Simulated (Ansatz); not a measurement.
**AlPH (doublet): wave-function methods side by side, cc-pVTZ**

One table from this session's results is given with a row withheld; the runs are named, their logs left out.

The runs use Ansatz 0.2.0, Gaussian basis; cc-pVTZ, core rule «outside noble gas», up to 10 orbitals frozen.

To be run: UHF; CCSD(T) on ROHF; CCSD(T) on UHF; BCCD(T) on ROHF; CCSDT(Q) on ROHF; CCSDT(Q) on UHF.

14 further runs of the same task are left out: 11 for a known fault of the program, 3 set aside as unsound or not needed.

### The geometry

The geometry is a PBE0/def2-TZVP stationary point (not a proven minimum) of the parent state, kept for this charge and spin.

3 atoms, charge 0, spin multiplicity 2.

Atoms are counted from 1 here; the program's logs count them from 0.

Bond lengths: Al1–P2 2.392 Å, P2–H3 1.430 Å. Angles: Al1–P2–H3 98.4°.

Coordinates:

```
Al    0.00000    0.03484    1.30056
P     0.00000   -0.07364   -1.08866
H     0.00000    1.33037   -1.36055
```

The first run:

Input file in.yaml:

```yaml
crystal:
  periodic: [false, false, false]
  atoms:
    - {symbol: Al, position_ang: [0.000000, 0.034843, 1.300562]}
    - {symbol: P, position_ang: [0.000000, -0.073644, -1.088657]}
    - {symbol: H, position_ang: [0.000000, 1.330368, -1.360548]}
basis:
  gaussian: {orbitals: cc-pVTZ}
magnetization: {spin_polarized: true, initial_magnetization: 1}
hamiltonian: {xc: hf}
output: {orbitals: {seedname: orbitals}}
```

Command:

```sh
ansatz run in.yaml --threads 1 --pin off --events-out ev --progress --plain --max-ram 2816MiB --backend cpu
```

Among the steps run: UHF; CCSD(T) on ROHF; CCSD(T) on UHF; BCCD(T) on ROHF; CCSDT(Q) on ROHF; CCSDT(Q) on UHF.

One table of the session follows, with a row left open; its other results are not shown here.

```
   method  from UCCSDT(Q) (kJ/mol)
     ROHF                   +604.8
      UHF                   +591.1
     RMP2                   +118.1
     UMP2                   +127.7
    RCCSD                    +29.9
    UCCSD                    +29.5
 RCCSD(T)                     +4.8
 UCCSD(T)                     +4.9
  BCCD(T)                     +4.8
   RCCSDT                     +1.5
   UCCSDT                        ?
RCCSDT(Q)                     +0.1
UCCSDT(Q)                        0
```

**Question.** Estimate the row for UCCSDT.

The run gave: from UCCSDT(Q) (kJ/mol): +1.4. In the column «from UCCSDT(Q) (kJ/mol)» it lies between RCCSDT(Q) (+0.1) and RCCSDT (+1.5).

To keep in mind: Restricted and unrestricted rows rest on different reference determinants; where their highest levels disagree by more than a few hundredths of an eV, they describe different states and don't form one ladder.
